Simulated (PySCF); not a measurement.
**Dipole moment and polarisability of `COC(=S)CF`**

Species: C₃H₅FOS.
SMILES with atom numbers: `[CH3:1][O:2][C:3](=[S:4])[CH2:5][F:6]` (hydrogens: H7, H8, H9 on C1; H10, H11 on C5)

Structure used (GFN2-xTB), in Å, numbered top down from 1:
```xyz
11
C3H5FOS angstrom
C     -1.852   -0.252   -0.002
O     -0.491   -0.521    0.274
C      0.409    0.328   -0.171
S      0.093    1.678   -1.026
C      1.829   -0.039    0.176
F      1.903   -1.203    0.881
H     -2.417   -1.062    0.452
H     -2.023   -0.219   -1.081
H     -2.145    0.710    0.426
H      2.281    0.751    0.787
H      2.417   -0.166   -0.742
```

Level: PBE0/def2-SVPD (PySCF), static field, nuclei fixed, core orbitals frozen in the response. The polarisability tensor in these axes (au):

```
x    69.75   1.95   0.63
y     1.95  67.20 -11.56
z     0.63 -11.56  55.26
```

Q: Give the principal values, the mean and the anisotropy Δα = √{½[(α1 − α2)² + (α2 − α3)² + (α1 − α3)²]}.

A: Principal values 48.11, 69.48 and 74.62 au; mean 64.07 au = 9.49 Å³ = 10.56 × 10⁻⁴⁰ C²·m²/J; Δα = 24.35 au (38 % of the mean).

Q: What is the dipole moment, and where does it point?

A: (-1.06, -0.43, 0.20) D, 1.16 D in size, pointing from the negative to the positive side. Measured along this direction, the outermost atoms are H11 and H10 at the negative end and H7 at the positive end.

Q: Molar refractivity from α?

A: Lorentz–Lorenz: R = (4π/3)N_A α = 2.5225 cm³/(mol·Å³) × 9.49 Å³ = 23.9 cm³/mol, in the limit of long wavelengths.

Q: What would n − 1 = 2πNα be for an ideal gas of these molecules at 298.15 K and 1 atm, electronic part alone?

A: N = p/kT = 2.4615 × 10¹⁹ cm⁻³, so n − 1 = 2π × N × 9.49 × 10⁻²⁴ cm³ = 1468 × 10⁻⁶ at long wavelengths.

Q: Find the Langevin capture rate constant for H3+ (3.023 u) meeting this molecule (108.005 u), k = 2.342 × 10⁻⁹ cm³/s × √(α in Å³ / reduced mass in u).

A: The reduced mass is 2.94 u, so k = 4.21 × 10⁻⁹ cm³/s. The formula leaves out the permanent dipole, which adds to the capture rate.

Q: What depolarisation ratio follows for Rayleigh scattering of linearly polarised light, taking the static tensor?

A: ρ = 3Δα²/(45ᾱ² + 4Δα²) = 1779.0/(184722 + 2372.0) = 0.00951.

Q: Give the eigenvalues of the traceless quadrupole moment Θ = ½Σq(3rr − r²1), origin at the centre of nuclear charge.

A: -12.44, 1.62, 10.81 D·Å. The values depend on the origin, since the dipole doesn't vanish. The electronic extent ⟨r²⟩ about the same centre is 757 bohr², a root-mean-square distance of 1.95 Å for the 56 electrons.

Geometry: GFN2-xTB, one conformer, isolated molecule.

These values come from a run that also computed excited states. The run took 16 s on one thread, Arm Neoverse V2 (aarch64), no GPU, shared host with 96 logical CPUs at a one-minute load of 50, and the process peaked at 0.72 GiB of memory.
